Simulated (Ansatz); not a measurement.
How UKS-PBE and FCI compare on the energy from the minimum to the longest scanned distance (2.9 to 4 times the starting length) of diatomic hydrides.

Values in kJ/mol, from Ansatz (a program for electronic structure). Where two bases are given, the first is that of UKS-PBE. Full CI is exact in its basis, with frozen cores. Scans on which UKS-PBE failed, held another spin at the minimum or broke off are missing, so the means are lower bounds.

```csv
system,basis,UKS-PBE,FCI,UKS-PBE − FCI
HF singlet,def2-SVP,560,539,20
HMg doublet,aug-cc-pVQZ,136,137,-1
HMg doublet,cc-pVDZ,132,117,15
HBe cation singlet,cc-pVQZ,273,305,-32
HGa singlet,cc-pVQZ,277,287,-9
HLi singlet,cc-pVTZ,223,236,-13
HMg doublet,aug-cc-pVTZ,135,135,0
HLi singlet,def2-SVP,224,212,12
HP triplet,def2-TZVP,313,288,25
HAl singlet,cc-pVTZ,289,301,-12
HGe doublet,cc-pVTZ,280,277,3
HO doublet,cc-pVDZ,434,395,39
HSi doublet,aug-cc-pVTZ,299,301,-2
```

The mean error against full CI is 3 kJ/mol (median 0) and the mean absolute one 14 kJ/mol (median 12); UKS-PBE lies above in 6 and below in 7 of 13 cases. It is closest for HMg doublet (0), HMg doublet (-1), HSi doublet (-2) and furthest off for HO doublet (39), HBe cation singlet (-32), HP triplet (25).
